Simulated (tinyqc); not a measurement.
Inside a calculation (part 1 of 2). Method: ROHF in the sto-6g basis, for LiH, spin multiplicity 3. Computed by tinyqc, a small Python program that keeps every step (integrals from PySCF). Settings: charge = 0, multiplicity = 3, basis = sto-6g, energy threshold = 1e-09, iteration cap = 55, orthogonalisation = symmetric, start = random, DIIS depth = 0, method = ROHF. Command: `OMP_NUM_THREADS=1 python tinyqc.py 27467 27468 out.jsonl` (the two numbers bound the seeds that draw the settings). One thread of a shared host (Intel(R) Xeon(R) Processor @ 2.60GHz), about 0.09 s of CPU time with the checks. Later iterations appear only in the table of the cycle.

## One-electron integrals

Geometry (angstrom):
```
atom       x       y       z
Li    0.0000  0.0000  0.0000
H     0.0000  0.0000  3.1580
```

Basis sto-6g: exponents (1/bohr^2) and contraction coefficients of normalised primitives:
```
element  l (shell)  exponent  coefficient
Li           s (1)  167.1758       0.0092
Li           s (1)   30.6515       0.0494
Li           s (1)    8.5752       0.1685
Li           s (1)    2.9458       0.3706
Li           s (1)    1.1439       0.4165
Li           s (1)    0.4711       0.1303
Li           s (2)    6.5976      -0.0133
Li           s (2)    1.3058      -0.0470
Li           s (2)    0.4059      -0.0338
Li           s (2)    0.1561       0.2502
Li           s (2)    0.0678       0.5951
Li           s (2)    0.0311       0.2407
Li           p (3)    6.5976       0.0038
Li           p (3)    1.3058       0.0377
Li           p (3)    0.4059       0.1739
Li           p (3)    0.1561       0.4180
Li           p (3)    0.0678       0.4259
Li           p (3)    0.0311       0.1017
H            s (1)   35.5232       0.0092
H            s (1)    6.5131       0.0494
H            s (1)    1.8221       0.1685
H            s (1)    0.6260       0.3706
H            s (1)    0.2431       0.4165
H            s (1)    0.1001       0.1303
```

Overlap, kinetic and nuclear-attraction integrals over the contracted functions; the nuclear repulsion is the sum of Za Zb / Rab.

nuclear repulsion = 0.502702 hartree

overlap S, lower triangle:
```
         1Li 1s  1Li 2s  1Li 2px  1Li 2py  1Li 2pz   2H 1s
1Li 1s   1.0000
1Li 2s   0.2357  1.0000
1Li 2px  0.0000  0.0000   1.0000
1Li 2py  0.0000  0.0000   0.0000   1.0000
1Li 2pz  0.0000  0.0000   0.0000   0.0000   1.0000
2H 1s    0.0021  0.1076   0.0000   0.0000   0.1674  1.0000
```

kinetic energy T (hartree), lower triangle:
```
          1Li 1s   1Li 2s  1Li 2px  1Li 2py  1Li 2pz   2H 1s
1Li 1s    3.6167
1Li 2s   -0.1107   0.1065
1Li 2px   0.0000   0.0000   0.3200
1Li 2py   0.0000   0.0000   0.0000   0.3200
1Li 2pz   0.0000   0.0000   0.0000   0.0000   0.3200
2H 1s    -0.0011  -0.0032   0.0000   0.0000   0.0025  0.7685
```

nuclear attraction V (hartree), lower triangle:
```
          1Li 1s   1Li 2s  1Li 2px  1Li 2py  1Li 2pz    2H 1s
1Li 1s   -8.2347
1Li 2s   -0.8679  -1.3668
1Li 2px   0.0000   0.0000  -1.3566
1Li 2py   0.0000   0.0000   0.0000  -1.3566
1Li 2pz  -0.0044  -0.0492   0.0000   0.0000  -1.3871
2H 1s    -0.0077  -0.1342   0.0000   0.0000  -0.2109  -1.7423
```

core Hamiltonian H = T + V (hartree), lower triangle:
```
          1Li 1s   1Li 2s  1Li 2px  1Li 2py  1Li 2pz    2H 1s
1Li 1s   -4.6180
1Li 2s   -0.9786  -1.2603
1Li 2px   0.0000   0.0000  -1.0366
1Li 2py   0.0000   0.0000   0.0000  -1.0366
1Li 2pz  -0.0044  -0.0492   0.0000   0.0000  -1.0671
2H 1s    -0.0088  -0.1374   0.0000   0.0000  -0.2084  -0.9737
```

## Two-electron integrals

Functions are numbered as in S; the eight-fold symmetry (ij|kl) = (ji|kl) = (kl|ij) leaves the list below.

Two-electron integrals (ij|kl) in chemists' order, unique and non-zero (hartree):
```
(11|11) 1.6812     (21|11) 0.2426     (21|21) 0.0445     (22|11) 0.3972
(22|21) 0.0903     (22|22) 0.2906     (31|31) 0.0094     (32|31) 0.0143
(32|32) 0.0642     (33|11) 0.3972     (33|21) 0.0903     (33|22) 0.2906
(33|33) 0.3131     (41|41) 0.0094     (42|41) 0.0143     (42|42) 0.0642
(43|43) 0.0169     (44|11) 0.3972     (44|21) 0.0903     (44|22) 0.2906
(44|33) 0.2794     (44|44) 0.3131     (51|51) 0.0094     (52|51) 0.0143
(52|52) 0.0642     (53|53) 0.0169     (54|54) 0.0169     (55|11) 0.3972
(55|21) 0.0903     (55|22) 0.2906     (55|33) 0.2794     (55|44) 0.2794
(55|55) 0.3131     (61|11) 0.0020     (61|21) 3.73e-04   (61|22) 0.0008
(61|33) 0.0008     (61|44) 0.0008     (61|51) 5.09e-05   (61|52) 1.11e-04
(61|55) 0.0008     (61|61) 3.49e-06   (62|11) 0.0233     (62|21) 0.0055
(62|22) 0.0217     (62|33) 0.0205     (62|44) 0.0205     (62|51) 0.0007
(62|52) 0.0065     (62|55) 0.0242     (62|61) 5.71e-05   (62|62) 0.0048
(63|31) 1.91e-04   (63|32) 0.0013     (63|53) 0.0006     (63|63) 1.46e-04
(64|41) 1.91e-04   (64|42) 0.0013     (64|54) 0.0006     (64|64) 1.46e-04
(65|11) 0.0350     (65|21) 0.0082     (65|22) 0.0332     (65|33) 0.0312
(65|44) 0.0312     (65|51) 0.0011     (65|52) 0.0104     (65|55) 0.0372
(65|61) 8.69e-05   (65|62) 0.0077     (65|65) 0.0124     (66|11) 0.1676
(66|21) 0.0395     (66|22) 0.1663     (66|33) 0.1566     (66|44) 0.1566
(66|51) 0.0044     (66|52) 0.0484     (66|55) 0.1857     (66|61) 4.05e-04
(66|62) 0.0529     (66|65) 0.0864     (66|66) 0.7750
```

## Orthogonalisation

S = U s U^T; symmetric (Loewdin) form X = U s^(-1/2) U^T, so that X^T S X = 1.

eigenvalues of S: 0.7286  0.8541  1.0000  1.0000  1.1439  1.2734

X, lower triangle:
```
          1Li 1s   1Li 2s  1Li 2px  1Li 2py  1Li 2pz   2H 1s
1Li 1s    1.0219
1Li 2s   -0.1230   1.0265
1Li 2px   0.0000   0.0000   1.0000
1Li 2py   0.0000   0.0000   0.0000   1.0000
1Li 2pz  -0.0013   0.0072   0.0000   0.0000   1.0108
2H 1s     0.0091  -0.0570   0.0000   0.0000  -0.0859  1.0155
```

## Starting guess

The start is random orthonormal orbitals; D(s) = C_occ C_occ^T for each spin.

D(alpha) at the start, lower triangle:
```
          1Li 1s   1Li 2s  1Li 2px  1Li 2py  1Li 2pz   2H 1s
1Li 1s    1.0080
1Li 2s   -0.1945   0.1457
1Li 2px  -0.0299   0.2620   0.6084
1Li 2py   0.1832  -0.1131  -0.1877   0.1056
1Li 2pz   0.0002  -0.0324  -0.0926  -0.1034   0.9893
2H 1s    -0.0925  -0.1424  -0.3715   0.1422  -0.2910  0.3631
```

D(beta) at the start, lower triangle:
```
          1Li 1s   1Li 2s  1Li 2px  1Li 2py  1Li 2pz   2H 1s
1Li 1s    0.1374
1Li 2s   -0.0519   0.0196
1Li 2px  -0.0696   0.0263   0.0353
1Li 2py   0.0003  -0.0001  -0.0001   0.0000
1Li 2pz   0.3400  -0.1283  -0.1722   0.0007   0.8409
2H 1s    -0.0900   0.0340   0.0456  -0.0002  -0.2225  0.0589
```

## Iteration 1: building the Fock matrix

J_ij = sum D_kl (ij|kl) with D = D(alpha) + D(beta), K_ij = sum D_kl (ik|jl) for each spin; F = H + J - K(s); E = tr D H + tr D J / 2 - 0.5 sum_s tr D(s) K(s) + E_nn.

Coulomb J (hartree), lower triangle:
```
         1Li 1s   1Li 2s  1Li 2px  1Li 2py  1Li 2pz   2H 1s
1Li 1s   2.9254
1Li 2s   0.5106   1.2393
1Li 2px  0.0062   0.0334   1.2302
1Li 2py  0.0003  -0.0089  -0.0063   1.2121
1Li 2pz  0.0023  -0.0026  -0.0093  -0.0033   1.2756
2H 1s    0.0044   0.0990   0.0003  -0.0003   0.1524  0.8713
```

exchange K(alpha) (hartree), lower triangle:
```
          1Li 1s   1Li 2s  1Li 2px  1Li 2py  1Li 2pz   2H 1s
1Li 1s    1.6224
1Li 2s    0.1928   0.1522
1Li 2px   0.0149   0.0817   0.2216
1Li 2py   0.0628  -0.0179  -0.0556   0.0726
1Li 2pz  -0.0083  -0.0252  -0.0392  -0.0261   0.3149
2H 1s    -0.0230  -0.0129  -0.0555   0.0167   0.0023  0.2286
```

exchange K(beta) (hartree), lower triangle:
```
          1Li 1s   1Li 2s  1Li 2px  1Li 2py  1Li 2pz   2H 1s
1Li 1s    0.2147
1Li 2s    0.0226   0.0566
1Li 2px  -0.0255   0.0030   0.0261
1Li 2py   0.0001   0.0000   0.0000   0.0156
1Li 2pz   0.1215  -0.0167  -0.0496   0.0002   0.2496
2H 1s    -0.0038  -0.0005   0.0022   0.0000  -0.0099  0.0193
```

F(alpha) (hartree), lower triangle:
```
          1Li 1s   1Li 2s  1Li 2px  1Li 2py  1Li 2pz    2H 1s
1Li 1s   -3.3150
1Li 2s   -0.6607  -0.1732
1Li 2px  -0.0087  -0.0484  -0.0280
1Li 2py  -0.0625   0.0089   0.0493   0.1028
1Li 2pz   0.0062  -0.0266   0.0299   0.0228  -0.1064
2H 1s     0.0186  -0.0255   0.0557  -0.0170  -0.0583  -0.3310
```

F(beta) (hartree), lower triangle:
```
          1Li 1s   1Li 2s  1Li 2px  1Li 2py  1Li 2pz    2H 1s
1Li 1s   -1.9072
1Li 2s   -0.4905  -0.0776
1Li 2px   0.0317   0.0303   0.1675
1Li 2py   0.0002  -0.0089  -0.0063   0.1598
1Li 2pz  -0.1236  -0.0351   0.0402  -0.0035  -0.0411
2H 1s    -0.0006  -0.0380  -0.0019  -0.0003  -0.0461  -0.1217
```

total energy of this density = -5.320169 hartree

## Iteration 1: Roothaan effective Fock matrix

With projectors Pc = D(beta) S, Po = (D(alpha) - D(beta)) S, Pv = 1 - D(alpha) S, the block xy is Px^T F Py; with Fc = (F(alpha) + F(beta))/2, the blocks are Fc for cc, oo, vv and cv, F(beta) for co and F(alpha) for ov.

effective F (hartree), lower triangle:
```
          1Li 1s   1Li 2s  1Li 2px  1Li 2py  1Li 2pz    2H 1s
1Li 1s   -2.5586
1Li 2s   -0.6211  -0.1377
1Li 2px  -0.0158  -0.0200   0.0735
1Li 2py   0.0496  -0.0020   0.0176   0.1641
1Li 2pz   0.0560  -0.0001   0.0612   0.0035  -0.1742
2H 1s    -0.0703  -0.0277   0.0255  -0.0327  -0.0370  -0.2153
```

## Iteration 1: diagonalisation and new density

Diagonalise F' = X^T F X, C = X C', fill 3 alpha and 1 beta electrons from the bottom; D(s) = C_occ C_occ^T. Each column has its largest component positive (the first on a tie).

F' = X^T F X (hartree), lower triangle:
```
         1        2       3        4        5        6
1  -2.5192
2  -0.3177  -0.0255
3  -0.0135  -0.0196  0.0735
4   0.0506  -0.0062  0.0176   0.1641
5   0.0626  -0.0056  0.0595   0.0063  -0.1733
6  -0.0642  -0.0067  0.0216  -0.0330  -0.0041  -0.2150
```

orbital energies (hartree): MO1 -2.5633, MO2 -0.2208, MO3 -0.1828, MO4 0.0092, MO5 0.0892, MO6 0.1732

coefficients C:
```
             MO1      MO2      MO3      MO4      MO5      MO6
1Li 1s    0.9981  -0.0096   0.0170  -0.2421   0.0477   0.0448
1Li 2s    0.0037  -0.0489   0.0702   1.0011  -0.2281  -0.1036
1Li 2px   0.0065  -0.1272  -0.1883   0.2383   0.9212   0.2074
1Li 2py  -0.0178   0.0858  -0.0362   0.0551  -0.2276   0.9676
1Li 2pz  -0.0287   0.1737   0.9755   0.0136   0.2047   0.0680
2H 1s     0.0317   0.9479  -0.3584  -0.0355   0.0835  -0.0752
```

D(alpha) after iteration 1, lower triangle:
```
          1Li 1s   1Li 2s  1Li 2px  1Li 2py  1Li 2pz   2H 1s
1Li 1s    0.9966
1Li 2s    0.0054   0.0073
1Li 2px   0.0045  -0.0070   0.0517
1Li 2py  -0.0192  -0.0068  -0.0042   0.0090
1Li 2pz  -0.0138   0.0599  -0.2059  -0.0199   0.9825
2H 1s     0.0165  -0.0714  -0.0529   0.0938  -0.1860  1.0280
```

D(beta) after iteration 1, lower triangle:
```
          1Li 1s   1Li 2s  1Li 2px  1Li 2py  1Li 2pz   2H 1s
1Li 1s    0.9962
1Li 2s    0.0037   0.0000
1Li 2px   0.0065   0.0000   0.0000
1Li 2py  -0.0177  -0.0001  -0.0001   0.0003
1Li 2pz  -0.0287  -0.0001  -0.0002   0.0005   0.0008
2H 1s     0.0316   0.0001   0.0002  -0.0006  -0.0009  0.0010
```

## Iteration 2: building the Fock matrix

As before.

Coulomb J (hartree), lower triangle:
```
          1Li 1s   1Li 2s  1Li 2px  1Li 2py  1Li 2pz   2H 1s
1Li 1s    3.9287
1Li 2s    0.6160   1.2545
1Li 2px   0.0000  -0.0007   1.2354
1Li 2py  -0.0009  -0.0017  -0.0001   1.2340
1Li 2pz   0.0049   0.0515  -0.0070  -0.0005   1.2941
2H 1s     0.0053   0.1234  -0.0003   0.0000   0.1929  1.2911
```

exchange K(alpha) (hartree), lower triangle:
```
          1Li 1s   1Li 2s  1Li 2px  1Li 2py  1Li 2pz   2H 1s
1Li 1s    1.6883
1Li 2s    0.2595   0.1141
1Li 2px   0.0010  -0.0032   0.0427
1Li 2py  -0.0084  -0.0024  -0.0012   0.0300
1Li 2pz   0.0004   0.0186  -0.0627  -0.0029   0.3162
2H 1s     0.0029   0.0455  -0.0150   0.0139   0.0867  0.7702
```

exchange K(beta) (hartree), lower triangle:
```
          1Li 1s   1Li 2s  1Li 2px  1Li 2py  1Li 2pz   2H 1s
1Li 1s    1.6768
1Li 2s    0.2441   0.0454
1Li 2px   0.0026   0.0007   0.0096
1Li 2py  -0.0072  -0.0019   0.0000   0.0096
1Li 2pz  -0.0106  -0.0028   0.0000   0.0001   0.0098
2H 1s     0.0064   0.0014   0.0000  -0.0001   0.0001  0.0007
```

F(alpha) (hartree), lower triangle:
```
          1Li 1s   1Li 2s  1Li 2px  1Li 2py  1Li 2pz    2H 1s
1Li 1s   -2.3776
1Li 2s   -0.6221  -0.1199
1Li 2px  -0.0011   0.0024   0.1561
1Li 2py   0.0076   0.0007   0.0011   0.1674
1Li 2pz   0.0001  -0.0163   0.0557   0.0024  -0.0892
2H 1s    -0.0064  -0.0595   0.0147  -0.0139  -0.1022  -0.4528
```

F(beta) (hartree), lower triangle:
```
          1Li 1s   1Li 2s  1Li 2px  1Li 2py  1Li 2pz   2H 1s
1Li 1s   -2.3661
1Li 2s   -0.6066  -0.0512
1Li 2px  -0.0026  -0.0014   0.1893
1Li 2py   0.0064   0.0002  -0.0001   0.1878
1Li 2pz   0.0111   0.0051  -0.0070  -0.0007   0.2172
2H 1s    -0.0099  -0.0155  -0.0003   0.0001  -0.0155  0.3167
```

total energy of this density = -7.756905 hartree

## Iteration 2: Roothaan effective Fock matrix

As before.

effective F (hartree), lower triangle:
```
          1Li 1s   1Li 2s  1Li 2px  1Li 2py  1Li 2pz    2H 1s
1Li 1s   -2.3722
1Li 2s   -0.6140  -0.0858
1Li 2px  -0.0024   0.0002   0.1759
1Li 2py   0.0070   0.0015  -0.0034   0.1826
1Li 2pz   0.0083  -0.0082   0.0228   0.0024   0.0634
2H 1s     0.0009  -0.0378  -0.0135   0.0194  -0.0641  -0.0766
```

## Iteration 2: diagonalisation and new density

As before.

F' = X^T F X (hartree), lower triangle:
```
         1        2        3       4        5        6
1  -2.3241
2  -0.3449   0.0329
3  -0.0026   0.0014   0.1759
4   0.0072  -0.0004  -0.0034  0.1826
5   0.0071  -0.0020   0.0242  0.0007   0.0752
6   0.0181  -0.0376  -0.0157  0.0194  -0.0650  -0.0629
```

orbital energies (hartree): MO1 -2.3736, MO2 -0.0979, MO3 0.0807, MO4 0.1003, MO5 0.1791, MO6 0.1910

coefficients C:
```
             MO1      MO2      MO3      MO4      MO5      MO6
1Li 1s    0.9941  -0.0414  -0.1906  -0.1808  -0.0006  -0.0239
1Li 2s    0.0241   0.1640   0.7293   0.7108   0.0103   0.0867
1Li 2px   0.0009   0.0199   0.1723  -0.2758   0.6371   0.6986
1Li 2py  -0.0027  -0.0631   0.0037   0.0796   0.7509  -0.6525
1Li 2pz  -0.0027   0.2707  -0.6813   0.6314   0.1758   0.2493
2H 1s    -0.0044   0.8863   0.1055  -0.4549  -0.0438  -0.1909
```

D(alpha) after iteration 2, lower triangle:
```
          1Li 1s   1Li 2s  1Li 2px  1Li 2py  1Li 2pz   2H 1s
1Li 1s    1.0262
1Li 2s   -0.1219   0.5593
1Li 2px  -0.0328   0.1289   0.0301
1Li 2py  -0.0008  -0.0077  -0.0006   0.0040
1Li 2pz   0.1160  -0.4525  -0.1120  -0.0196   0.5374
2H 1s    -0.0612   0.2222   0.0358  -0.0555   0.1681  0.7966
```

D(beta) after iteration 2, lower triangle:
```
          1Li 1s   1Li 2s  1Li 2px  1Li 2py  1Li 2pz   2H 1s
1Li 1s    0.9881
1Li 2s    0.0239   0.0006
1Li 2px   0.0009   0.0000   0.0000
1Li 2py  -0.0027  -0.0001   0.0000   0.0000
1Li 2pz  -0.0027  -0.0001   0.0000   0.0000   0.0000
2H 1s    -0.0044  -0.0001   0.0000   0.0000   0.0000  0.0000
```

## Iteration 3: building the Fock matrix

As before.

Coulomb J (hartree), lower triangle:
```
          1Li 1s   1Li 2s  1Li 2px  1Li 2py  1Li 2pz   2H 1s
1Li 1s    3.9438
1Li 2s    0.6187   1.2644
1Li 2px   0.0031   0.0158   1.2500
1Li 2py  -0.0003  -0.0012   0.0000   1.2491
1Li 2pz  -0.0066  -0.0100  -0.0037  -0.0007   1.2940
2H 1s     0.0052   0.1129   0.0002  -0.0001   0.1759  1.1551
```

exchange K(alpha) (hartree), lower triangle:
```
          1Li 1s   1Li 2s  1Li 2px  1Li 2py  1Li 2pz   2H 1s
1Li 1s    1.6964
1Li 2s    0.2539   0.2379
1Li 2px   0.0002   0.0431   0.0616
1Li 2py  -0.0012  -0.0040  -0.0002   0.0538
1Li 2pz   0.0000  -0.1282  -0.0320  -0.0076   0.2379
2H 1s     0.0025   0.0876   0.0048  -0.0095   0.1225  0.6723
```

exchange K(beta) (hartree), lower triangle:
```
          1Li 1s   1Li 2s  1Li 2px  1Li 2py  1Li 2pz   2H 1s
1Li 1s    1.6729
1Li 2s    0.2502   0.0484
1Li 2px   0.0004   0.0001   0.0100
1Li 2py  -0.0011  -0.0003   0.0000   0.0100
1Li 2pz  -0.0013  -0.0003   0.0000   0.0000   0.0100
2H 1s     0.0018   0.0003   0.0000   0.0000   0.0000  0.0000
```

F(alpha) (hartree), lower triangle:
```
          1Li 1s   1Li 2s  1Li 2px  1Li 2py  1Li 2pz    2H 1s
1Li 1s   -2.3705
1Li 2s   -0.6137  -0.2338
1Li 2px   0.0029  -0.0274   0.1519
1Li 2py   0.0009   0.0028   0.0002   0.1587
1Li 2pz  -0.0109   0.0690   0.0283   0.0068  -0.0109
2H 1s    -0.0061  -0.1121  -0.0046   0.0094  -0.1551  -0.4909
```

F(beta) (hartree), lower triangle:
```
          1Li 1s   1Li 2s  1Li 2px  1Li 2py  1Li 2pz   2H 1s
1Li 1s   -2.3471
1Li 2s   -0.6101  -0.0443
1Li 2px   0.0027   0.0157   0.2034
1Li 2py   0.0008  -0.0009   0.0000   0.2025
1Li 2pz  -0.0097  -0.0588  -0.0037  -0.0007   0.2169
2H 1s    -0.0053  -0.0248   0.0002  -0.0001  -0.0326  0.1813
```

total energy of this density = -7.808447 hartree

## Iteration 3: Roothaan effective Fock matrix

As before.

effective F (hartree), lower triangle:
```
          1Li 1s   1Li 2s  1Li 2px  1Li 2py  1Li 2pz    2H 1s
1Li 1s   -2.3589
1Li 2s   -0.6113  -0.1052
1Li 2px   0.0031  -0.0023   0.1778
1Li 2py   0.0010  -0.0058  -0.0007   0.1822
1Li 2pz  -0.0123   0.0372   0.0172  -0.0048   0.1354
2H 1s    -0.0070  -0.0312   0.0026  -0.0059  -0.0549  -0.2027
```

## Iteration 3: diagonalisation and new density

As before.

F' = X^T F X (hartree), lower triangle:
```
         1        2        3        4        5        6
1  -2.3112
2  -0.3409   0.0114
3   0.0034  -0.0028   0.1778
4   0.0017  -0.0058  -0.0007   0.1822
5  -0.0189   0.0462   0.0172  -0.0044   0.1470
6   0.0100  -0.0254   0.0013  -0.0052  -0.0535  -0.1945
```

orbital energies (hartree): MO1 -2.3603, MO2 -0.2042, MO3 0.0379, MO4 0.1638, MO5 0.1815, MO6 0.1940

coefficients C:
```
             MO1      MO2      MO3      MO4      MO5      MO6
1Li 1s    0.9940  -0.0088  -0.2394   0.0951  -0.0006  -0.0711
1Li 2s    0.0243   0.0207   0.9339  -0.3562   0.0034   0.2685
1Li 2px  -0.0012  -0.0090   0.0724   0.6675   0.3908   0.6296
1Li 2py  -0.0003   0.0161   0.0247  -0.1967   0.9116  -0.3599
1Li 2pz   0.0048   0.0583  -0.4135  -0.6437   0.1284   0.6512
2H 1s    -0.0023   0.9860  -0.0243   0.1980  -0.0403  -0.1680
```

D(alpha) after iteration 3, lower triangle:
```
          1Li 1s   1Li 2s  1Li 2px  1Li 2py  1Li 2pz   2H 1s
1Li 1s    1.0454
1Li 2s   -0.1996   0.8732
1Li 2px  -0.0185   0.0674   0.0053
1Li 2py  -0.0064   0.0234   0.0016   0.0009
1Li 2pz   0.1033  -0.3848  -0.0305  -0.0093   0.1744
2H 1s    -0.0051  -0.0024  -0.0106   0.0153   0.0675  0.9728
```

D(beta) after iteration 3, lower triangle:
```
          1Li 1s   1Li 2s  1Li 2px  1Li 2py  1Li 2pz   2H 1s
1Li 1s    0.9880
1Li 2s    0.0242   0.0006
1Li 2px  -0.0012   0.0000   0.0000
1Li 2py  -0.0003   0.0000   0.0000   0.0000
1Li 2pz   0.0048   0.0001   0.0000   0.0000   0.0000
2H 1s    -0.0023  -0.0001   0.0000   0.0000   0.0000  0.0000
```

## Iteration 25 (converged): orbitals

converged F (hartree), lower triangle:
```
          1Li 1s   1Li 2s  1Li 2px  1Li 2py  1Li 2pz    2H 1s
1Li 1s   -2.3840
1Li 2s   -0.6179  -0.1942
1Li 2px   0.0000   0.0000   0.1613
1Li 2py   0.0000   0.0000   0.0000   0.1613
1Li 2pz  -0.0023   0.0071   0.0000   0.0000   0.1675
2H 1s    -0.0061  -0.0454   0.0000   0.0000  -0.0332  -0.1044
```

As before.

F' = X^T F X (hartree), lower triangle:
```
         1        2       3       4        5        6
1  -2.3371
2  -0.3337  -0.0796
3   0.0000   0.0000  0.1613
4   0.0000   0.0000  0.0000  0.1613
5  -0.0050   0.0138  0.0000  0.0000   0.1763
6   0.0119  -0.0379  0.0000  0.0000  -0.0407  -0.0956
```

orbital energies (hartree): MO1 -2.3854, MO2 -0.1174, MO3 -0.0174, MO4 0.1613, MO5 0.1613, MO6 0.1842

coefficients C:
```
             MO1      MO2      MO3     MO4      MO5      MO6
1Li 1s    0.9937  -0.0959  -0.2489  0.0000   0.0000  -0.0294
1Li 2s    0.0254   0.3592   0.9643  0.0000   0.0000   0.1129
1Li 2px   0.0000   0.0000   0.0000  0.9207  -0.3904   0.0000
1Li 2py   0.0000   0.0000   0.0000  0.3904   0.9207   0.0000
1Li 2pz   0.0011   0.0328  -0.1098  0.0000   0.0000   1.0080
2H 1s    -0.0021   0.8935  -0.4262  0.0000   0.0000  -0.2485
```

D(alpha) after iteration 25, lower triangle:
```
          1Li 1s   1Li 2s  1Li 2px  1Li 2py  1Li 2pz   2H 1s
1Li 1s    1.0586
1Li 2s   -0.2492   1.0595
1Li 2px   0.0000   0.0000   0.0000
1Li 2py   0.0000   0.0000   0.0000   0.0000
1Li 2pz   0.0253  -0.0941   0.0000   0.0000   0.0131
2H 1s     0.0184  -0.0901   0.0000   0.0000   0.0761  0.9801
```

D(beta) after iteration 25, lower triangle:
```
          1Li 1s   1Li 2s  1Li 2px  1Li 2py  1Li 2pz   2H 1s
1Li 1s    0.9875
1Li 2s    0.0252   0.0006
1Li 2px   0.0000   0.0000   0.0000
1Li 2py   0.0000   0.0000   0.0000   0.0000
1Li 2pz   0.0011   0.0000   0.0000   0.0000   0.0000
2H 1s    -0.0020  -0.0001   0.0000   0.0000   0.0000  0.0000
```

Within a degenerate level the vectors are fixed only up to a rotation; this is one choice.
